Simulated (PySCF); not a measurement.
# C₂H₃Si−: electronic excitations and core binding energies

What electronic excitations and core binding energies should C₂H₃Si− (`C#C[SiH2-]`) show?

The runs use PySCF 2.14.0, with density-fitted response routines of our own; the level of theory stands in each step. All values are computed, except where a source is named. Atoms are numbered from 0 throughout.

### Step 1. The molecule as given

6 atoms, charge -1, multiplicity 1; geometry from: GFN2-xTB.

Bonds of the start (Å): C0–C1 1.21, C1–Si2 1.84, C0–H3 1.06, Si2–H4 1.50, Si2–H5 1.50.

### Step 2. TDDFT and polarisability: CAM-B3LYP/def2-SVPD

What the job is given:

```
{"job": {"kind": "uv", "xc": "CAM-B3LYP", "basis": "def2-SVPD", "nstates": 8, "ntriplets": 3}, "charge": -1, "multiplicity": 1}
C      1.643569    -0.080990    -0.309953
C      0.485968    -0.005838     0.031242
Si    -1.105495     0.313694     0.905677
H      2.633840    -0.184444    -0.675350
H     -1.920078     1.003381    -0.142777
H     -1.734681    -1.043813     0.942597
```

Method: TDDFT CAM-B3LYP/def2-SVPD, vertical, gas phase, core orbitals frozen in the response.

Launch:

```sh
$ OMP_NUM_THREADS=1 python probes_run.py task.json out
```

This one command runs all jobs of the session in turn.

The log of the run:

```text
coarse grid: 5656 points
cycle   1  E = -367.1454713941  dE =  7.957e-02  |g| = 3.477e-01  |ddm| = 5.871e+00
cycle   2  E = -367.1555659823  dE = -1.009e-02  |g| = 3.552e-01  |ddm| = 2.557e+00
cycle   3  E = -367.1908060471  dE = -3.524e-02  |g| = 8.980e-02  |ddm| = 6.439e-01
cycle   4  E = -367.1926391996  dE = -1.833e-03  |g| = 2.852e-02  |ddm| = 2.528e-01
cycle   5  E = -367.1928783042  dE = -2.391e-04  |g| = 6.189e-03  |ddm| = 1.362e-01
cycle   6  E = -367.1928967263  dE = -1.842e-05  |g| = 1.115e-03  |ddm| = 7.772e-02
cycle   7  E = -367.1928983572  dE = -1.631e-06  |g| = 3.135e-04  |ddm| = 3.331e-02
final grid: 50464 points
cycle   8  E = -367.2479066038  dE = -7.786e-06  |g| = 9.734e-04  |ddm| = 4.654e-02
cycle   9  E = -367.2479067554  dE = -1.517e-07  |g| = 7.506e-04  |ddm| = 6.156e-03
cycle  10  E = -367.2479069335  dE = -1.781e-07  |g| = 7.762e-05  |ddm| = 1.707e-03
cycle  11  E = -367.2479069368  dE = -3.300e-09  |g| = 2.974e-05  |ddm| = 1.096e-03
cycle  12  E = -367.2479069373  dE = -4.836e-10  |g| = 1.472e-05  |ddm| = 2.580e-04
converged SCF energy = -367.2479069373

Static polarisability (au): isotropic 78.231, principal 60.651 65.434 108.609

Singlet excitations
state   eV       nm        f      main configurations
  1   3.4490    359.5   0.06067   H->L 0.71, H->L+1 0.26
  2   3.7874    327.4   0.01105   H->L+2 0.97
  3   4.0890    303.2   0.12985   H->L+1 0.58, H->L+3 0.20, H->L 0.16
  4   4.3854    282.7   0.08317   H->L+3 0.69, H->L+1 0.13, H->L 0.11
  5   4.9294    251.5   0.12730   H->L+4 0.87
  6   5.5671    222.7   0.16096   H->L+5 0.95
  7   5.8383    212.4   0.02428   H->L+6 0.68, H->L+7 0.22
  8   6.3900    194.0   0.19474   H->L+7 0.73, H->L+6 0.20

Triplet excitations (Tamm-Dancoff, eV): 3.2331 3.3651 3.3747
```

Wall time 9.1 s (1 thread of Intel Xeon at 2.50GHz, shared host); peak memory 0.36 GiB.

Frontier orbitals and where they lie:

| orbital | eV | atoms |
| --- | --- | --- |
| HOMO−3 | -5.54 | Si2 30 %, C1 20 %, H5 16 % |
| HOMO−2 | -4.76 | C1 43 %, C0 41 %, Si2 9 % |
| HOMO−1 | -4.11 | C1 30 %, C0 30 %, Si2 16 % |
| HOMO | -0.71 | Si2 59 %, C1 14 %, H4 9 % |
| LUMO | 5.23 | C0 52 %, H3 24 %, Si2 15 % |
| LUMO+1 | 5.83 | Si2 55 %, H3 17 %, C0 11 % |
| LUMO+2 | 6.39 | C0 29 %, C1 28 %, Si2 19 % |

With each of the 8 states as a Gaussian band of 0.4 eV half-width at 1/e, the curve within the window shown has maxima at 295 nm (ε 8,000), 252 nm (ε 6,300), 222 nm (ε 7,700), 194 nm (ε 8,100) L/(mol cm). Beyond the last state computed it falls off for lack of states. The curve at chosen wavelengths:

(nm, ε (L/mol/cm)): (185, 4506), (195, 8136), (205, 6035), (215, 6855), (225, 7556), (235, 6404), (245, 6178), (255, 6239), (265, 6098), (275, 6570), (285, 7513), (295, 7997), (305, 7537), (314, 6538), (324, 5314), (334, 4363), (344, 3744), (354, 3307), (364, 2888), (374, 2418), (384, 1913), (394, 1428), (404, 1009), (414, 679), (424, 438), (434, 272)

Ground-state properties from the same run:

| property | computed |
| --- | --- |
| polarisability (Å³) | 11.59 |
| HOMO–LUMO gap (eV) | 5.94 |
| −ε(HOMO) (eV) | 0.71 |

### Step 3. X-ray photoelectron lines: SCAN, X2C

The job, as its differences from that of step 2:

```diff
@@ -1,2 +1,2 @@
-{"job": {"kind": "uv", "xc": "CAM-B3LYP", "basis": "def2-SVPD", "nstates": 8, "ntriplets": 3}, "charge": -1, "multiplicity": 1}
+{"job": {"kind": "xps"}, "charge": -1, "multiplicity": 1}
 C      1.643569    -0.080990    -0.309953
```

With the program's defaults for keys left out, this is: delta-SCF UKS SCAN, pcX-2 on the ionised atom, pcseg-1 elsewhere, spin-free X2C.

The log of the run:

```text
ground state, core basis on atom 0 (C), 92 functions
  cycle   1  E = -367.88077467  |g| = 5.03e-01
  cycle   2  E = -367.76267711  |g| = 7.93e-01
  cycle   3  E = -367.95084473  |g| = 2.56e-01
  cycle   4  E = -367.96689922  |g| = 5.98e-02
  cycle   5  E = -367.96785618  |g| = 2.55e-02
  cycle   6  E = -367.96816143  |g| = 2.79e-03
  cycle   7  E = -367.96816304  |g| = 9.42e-04
  cycle   8  E = -367.96816530  |g| = 2.20e-04
  E(ground) = -368.00211477 Eh
hole in C 1s of atom 0
  cycle   1  E = -356.92632071  |g| = 1.51e+00
  cycle   2  E = -354.40248582  |g| = 2.36e+00
  cycle   3  E = -357.19629204  |g| = 6.26e-01
  cycle   4  E = -357.24538768  |g| = 6.26e-01
  cycle   5  E = -357.51234609  |g| = 1.51e-01
  cycle   6  E = -357.52057388  |g| = 6.71e-02
  cycle   7  E = -357.52331430  |g| = 2.19e-02
  cycle   8  E = -357.52376427  |g| = 6.29e-03
  cycle   9  E = -357.52385175  |g| = 4.14e-03
  cycle  10  E = -357.52389518  |g| = 1.81e-03
  cycle  11  E = -357.52390022  |g| = 5.75e-04
  cycle  12  E = -357.52390207  |g| = 1.93e-04
  E(ion) = -357.55690055 Eh   <S^2> = 0.8217   hole on atom = 1.000   binding energy = 284.229 eV
ground state, core basis on atom 1 (C), 92 functions
  cycle   1  E = -367.96727146  |g| = 6.80e-02
  cycle   2  E = -367.96490396  |g| = 1.01e-01
  cycle   3  E = -367.96707680  |g| = 4.55e-02
  cycle   4  E = -367.96764682  |g| = 6.05e-03
  cycle   5  E = -367.96765920  |g| = 1.37e-03
  cycle   6  E = -367.96765925  |g| = 2.15e-04
  E(ground) = -368.00125934 Eh
hole in C 1s of atom 1
  cycle   1  E = -356.92267326  |g| = 1.51e+00
  cycle   2  E = -355.36244614  |g| = 2.10e+00
  cycle   3  E = -357.30043551  |g| = 5.09e-01
  cycle   4  E = -356.89152201  |g| = 8.38e-01
  cycle   5  E = -357.50261523  |g| = 1.06e-01
  cycle   6  E = -357.50874023  |g| = 5.84e-02
  cycle   7  E = -357.51058083  |g| = 1.40e-02
  cycle   8  E = -357.51080837  |g| = 7.78e-03
  cycle   9  E = -357.51094472  |g| = 3.93e-03
  cycle  10  E = -357.51103560  |g| = 2.02e-03
  cycle  11  E = -357.51106385  |g| = 1.26e-03
  cycle  12  E = -357.51107512  |g| = 8.45e-04
  cycle  13  E = -357.51108103  |g| = 6.37e-04
  cycle  14  E = -357.51108489  |g| = 3.80e-04
  E(ion) = -357.54360509 Eh   <S^2> = 0.8391   hole on atom = 1.000   binding energy = 284.567 eV
ground state, core basis on atom 2 (Si), 103 functions
  cycle   1  E = -368.05713559  |g| = 2.89e-01
  cycle   2  E = -368.05648928  |g| = 6.67e-02
  cycle   3  E = -368.05220172  |g| = 1.40e-01
  cycle   4  E = -368.05737845  |g| = 2.19e-02
  cycle   5  E = -368.05750088  |g| = 6.99e-03
  cycle   6  E = -368.05751778  |g| = 3.98e-04
  E(ground) = -368.04836562 Eh
hole in Si 1s of atom 2
  cycle   1  E = -299.37824421  |g| = 4.35e+00
  cycle   2  E = -299.50636231  |g| = 2.09e+00
  cycle   3  E = -299.57327549  |g| = 1.15e+00
  cycle   4  E = -300.23250582  |g| = 5.83e-01
  cycle   5  E = -300.40987991  |g| = 2.67e-01
  cycle   6  E = -300.44510227  |g| = 8.38e-02
  cycle   7  E = -300.44943266  |g| = 2.15e-02
  cycle   8  E = -300.44973908  |g| = 5.09e-03
  cycle   9  E = -300.44975599  |g| = 1.09e-03
  cycle  10  E = -300.44975623  |g| = 3.31e-04
  E(ion) = -300.44897560 Eh   <S^2> = 0.7522   hole on atom = 1.000   binding energy = 1839.473 eV
hole in Si 2p of atom 2
  cycle   1  E = -364.03843746  |g| = 1.23e+00
  cycle   2  E = -363.85411377  |g| = 1.12e+00
  cycle   3  E = -364.14096920  |g| = 6.33e-01
  cycle   4  E = -364.35872627  |g| = 1.82e-01
  cycle   5  E = -364.37245334  |g| = 7.50e-02
  cycle   6  E = -364.37571870  |g| = 1.65e-02
  cycle   7  E = -364.37589229  |g| = 4.66e-03
  cycle   8  E = -364.37590730  |g| = 1.30e-03
  cycle   9  E = -364.37590846  |g| = 2.60e-04
  E(ion) = -364.37873251 Eh   <S^2> = 0.7524   hole on atom = 1.003   binding energy = 99.856 eV
  2p3/2 = 99.703 eV   2p1/2 = 100.331 eV
```

Wall time 25 s (1 thread of Intel Xeon at 2.50GHz, shared host); peak memory 0.36 GiB.

The holes in one table. −ε is the ground-state orbital energy:

| hole | stands for | environment | ΔSCF (eV; 2p as the shell's mean) | −ε (eV) | ⟨S²⟩ |
| --- | --- | --- | --- | --- | --- |
| C1s on C0 | C0 | terminal alkyne carbon | 284.23 | 268.1 | 0.822 |
| C1s on C1 | C1 | alkyne carbon | 284.57 | 268.2 | 0.839 |
| Si1s on Si2 | Si2 | silicon bonded to C, 2 H | 1839.47 | 1786.6 | 0.752 |
| Si2p on Si2 | Si2 | silicon bonded to C, 2 H | 99.91 | 89.5 | 0.752 |

With the spin-orbit splitting: Si2 2p3/2 99.70, 2p1/2 100.33 eV. The table gives each 2p level as the mean over the whole 2p shell (two parts 2p3/2, one part 2p1/2), which differs a little from the single hole in the log.

### Step 4. Summary of results

```
                                quantity                        value
    lowest singlet (CAM-B3LYP/def2-SVPD)  3.45 eV (359 nm), f = 0.061
brightest single state of those computed  state 8, 6.39 eV, f = 0.195
                          lowest triplet                      3.23 eV
        C1s binding energies, SCAN/pcX-2      C1 284.57, C0 284.23 eV
       Si1s binding energies, SCAN/pcX-2               Si2 1839.47 eV
       Si2p binding energies, SCAN/pcX-2                 Si2 99.91 eV
```

**Reading.** The lowest singlet, at 3.45 eV, is HOMO→LUMO 0.71, HOMO→LUMO+1 0.26 and is bright; of the 8 states computed, the strongest absorption comes from state 8 at 6.39 eV (the last computed, so partners may be missing). The lowest triplet lies 0.22 eV below the lowest singlet (triplets in Tamm-Dancoff, singlets in full TDDFT). The lowest singlet lies above −ε(HOMO); no detachment energy was computed, so the anion's states may not be bound. The C1s levels kept as sound span 0.34 eV, from C0 (terminal alkyne carbon) up to C1 (alkyne carbon).
